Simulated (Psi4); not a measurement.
**AlH2Cl (SMILES [H][Al]([H])[Cl]): CCSD/6-311G (density fitting, density fitting for correlation)**

Aim: the energy difference between two shapes of AlH2Cl at CCSD/6-311G (density fitting, density fitting for correlation), from 2 runs. The job is set up through a Python script.

The calculation is run with Psi4 1.11.

5 further runs of the same task are left out: 2 that didn't finish, 3 set aside as unsound or not needed.

## Step 1: The molecule

AlH2Cl has 4 atoms, charge 0, and is taken as a singlet. As SMILES, `[H][Al]([H])[Cl]`. Geometry: a GFN2-xTB relaxation, a rough one for these elements and not checked as a minimum.

Bond lengths: Al1–Cl4 2.014 Å, Al1–H2 1.538 Å, Al1–H3 1.538 Å. Angles: H2–Al1–Cl4 121.9°, H3–Al1–Cl4 121.9°, H2–Al1–H3 116.1°.

## Step 2: Energy and gradient at CCSD/6-311G (density fitting, density fitting for correlation)

calc.py

```python
import psi4

psi4.set_memory('1600 MB')
psi4.set_num_threads(1)
psi4.core.set_output_file('run.log', False)

molecule = psi4.geometry("""
Al     0.049780     0.082930    -0.002200
H      1.587020     0.109500     0.013310
H     -0.651090     1.451440    -0.019500
Cl    -0.985710    -1.643880     0.008400
""")

psi4.set_options({
    'basis': '6-311G',
    'scf_type': 'df',
    'freeze_core': True,
    'cc_type': 'df',
})

energy_value = psi4.gradient('ccsd', molecule=molecule)
print('gradient / Eh bohr^-1')
print(energy_value.np.round(6))
```

Command:

```console
$ python calc.py
```

run.log:

```text
[...]
  Running in c1 symmetry.
[...]
  Nuclear repulsion =   73.011449274731433
[...]
  Multiplicity = 1
[...]
  Nalpha       = 16
  Nbeta        = 16
[...]
    Number of basis functions: 48
[...]
   @DF-RHF iter   1:  -702.57721380789769   -4.49380e-01   4.05958e-03 DIIS/ADIIS
[...]
   @DF-RHF iter  12:  -702.59316457699424    2.27374e-13   3.84396e-11 DIIS
[...]
    Orbital Energies [Eh]
    ---------------------
    Doubly Occupied:
       1A   -104.829460     2A    -58.534768     3A    -10.559193
       4A     -8.027310     5A     -8.024184     6A     -8.023806
       7A     -4.951786     8A     -3.267456     9A     -3.264665
      10A     -3.264562    11A     -1.106987    12A     -0.607882
      13A     -0.502993    14A     -0.500249    15A     -0.482758
      16A     -0.431573
[...]
  @DF-RHF Final Energy:  -702.59316457699424
   => Energetics <=
    Nuclear Repulsion Energy =             73.0114492747314330
    One-Electron Energy =               -1118.4499648298608463
    Two-Electron Energy =                 342.8453509781352864
    Total Energy =                       -702.5931645769942406
[...]
 Multipole Moments:
 ------------------------------------------------------------------------------------
     Multipole            Electronic (a.u.)      Nuclear  (a.u.)        Total (a.u.)
 ------------------------------------------------------------------------------------
 L = 1.  Multiply by 2.5417464519 to convert [e a0] to [Debye]
 Dipole X            :         -1.3573123            1.7497338            0.3924215
 Dipole Y            :         -2.2640394            2.9182085            0.6541692
 Dipole Z            :          0.0024800           -0.0115667           -0.0090867
 Magnitude           :                                                    0.7628987
[...]
	Warning: cc_lambda option is changed to TRUE
	For this residual convergence, default PCG convergence is:     1.00e-07
[...]
	DF-MP2 Total Energy (a.u.)         :  -702.68031350980391
[...]
	DF-CCSD Total Energy (a.u.)        :  -702.69784456182720
[...]
```

The script printed:

```text
gradient / Eh bohr^-1
[[-0.032243 -0.053821  0.000165]
 [-0.015252  0.005705 -0.00013 ]
 [ 0.012203 -0.010738  0.000272]
 [ 0.035292  0.058855 -0.000307]]
```

Run time: 4.5 s. Hardware: 1 thread of Intel Xeon at 2.60GHz (Ice Lake), shared host; peak memory 0.62 GiB.

## Step 3: The distorted shape

alclh2.py

```python
import psi4

psi4.set_memory(1600000000)
psi4.set_num_threads(1)
psi4.core.set_output_file('output.dat', False)

mol = psi4.geometry("""
0 1
Al     0.07729547    -0.06413541    -0.04690678
H      3.10169442     0.06955326     0.06733094
H     -1.35975054     2.65513135    -0.24560392
Cl    -1.81115887    -3.14713477     0.01116072
units au
""")

psi4.set_options({
    'basis': '6-311G',
    'scf_type': 'df',
    'freeze_core': True,
    'cc_type': 'df',
})

result = psi4.gradient("ccsd", molecule=mol)
print('gradient / Eh bohr^-1')
print(result.np.round(6))
```

Command:

```console
$ python alclh2.py
```

output.dat:

```text
[...]
  Running in c1 symmetry.
[...]
  Nuclear repulsion =   75.635201501789425
[...]
  Multiplicity = 1
[...]
  Nalpha       = 16
  Nbeta        = 16
[...]
    Number of basis functions: 48
[...]
   @DF-RHF iter   1:  -702.55969047739495   -3.78630e-01   4.00048e-03 ADIIS/DIIS
[...]
   @DF-RHF iter  12:  -702.57458923103059   -4.54747e-13   3.45136e-11 DIIS
[...]
    Orbital Energies [Eh]
    ---------------------
    Doubly Occupied:
       1A   -104.835741     2A    -58.539459     3A    -10.568258
       4A     -8.036663     5A     -8.032858     6A     -8.032425
       7A     -4.957036     8A     -3.274294     9A     -3.269702
      10A     -3.268697    11A     -1.129336    12A     -0.606993
      13A     -0.513780    14A     -0.499377    15A     -0.497767
      16A     -0.420693
[...]
  @DF-RHF Final Energy:  -702.57458923103059
   => Energetics <=
    Nuclear Repulsion Energy =             75.6352015017894246
    One-Electron Energy =               -1123.4534231173561238
    Two-Electron Energy =                 345.2436323845361130
    Total Energy =                       -702.5745892310305862
[...]
 Multipole Moments:
 ------------------------------------------------------------------------------------
     Multipole            Electronic (a.u.)      Nuclear  (a.u.)        Total (a.u.)
 ------------------------------------------------------------------------------------
 L = 1.  Multiply by 2.5417464519 to convert [e a0] to [Debye]
 Dipole X            :         -1.3940780            1.7193874            0.3253094
 Dipole Y            :         -2.5260472            2.9366555            0.4106083
 Dipole Z            :          0.0751560           -0.0705451            0.0046109
 Magnitude           :                                                    0.5238766
[...]
	Warning: cc_lambda option is changed to TRUE
	For this residual convergence, default PCG convergence is:     1.00e-07
[...]
	DF-MP2 Total Energy (a.u.)         :  -702.66173304740028
[...]
	DF-CCSD Total Energy (a.u.)        :  -702.68001360390008
[...]
```

Standard output:

```text
gradient / Eh bohr^-1
[[-0.070262 -0.129312  0.003264]
 [ 0.003077  0.005739 -0.000285]
 [-0.000816  0.01008  -0.000673]
 [ 0.068001  0.113493 -0.002307]]
```

It took 4.5 s on 1 thread of Intel Xeon at 2.60GHz (Ice Lake), shared host; peak memory 0.62 GiB.

## Step 4: Outcome

At CCSD/6-311G (density fitting, density fitting for correlation), 10 core orbitals frozen:

```
                                                     quantity          value
                                    first shape: total energy  -702.69784 Eh
             first shape: HOMO energy (Hartree–Fock orbitals)      -11.74 eV
             first shape: LUMO energy (Hartree–Fock orbitals)        0.63 eV
           first shape: HOMO–LUMO gap (Hartree–Fock orbitals)       12.37 eV
    first shape: correlation energy (10 core orbitals frozen)     -104.7 mEh
                        first shape: largest force on an atom     3.529 eV/Å
                                distorted shape: total energy  -702.68001 Eh
         distorted shape: HOMO energy (Hartree–Fock orbitals)      -11.45 eV
         distorted shape: LUMO energy (Hartree–Fock orbitals)        0.71 eV
       distorted shape: HOMO–LUMO gap (Hartree–Fock orbitals)       12.16 eV
distorted shape: correlation energy (10 core orbitals frozen)     -105.4 mEh
                    distorted shape: largest force on an atom     7.570 eV/Å
                       energy change with the atoms displaced       0.485 eV
```

What this shows: With the atoms displaced the energy rises by 0.49 eV (46.8 kJ/mol). The first shape isn't relaxed at this level, so the change isn't measured from a minimum. The largest force (first shape) is 3.53 eV/Å: the shape isn't a stationary point for this species at this level.
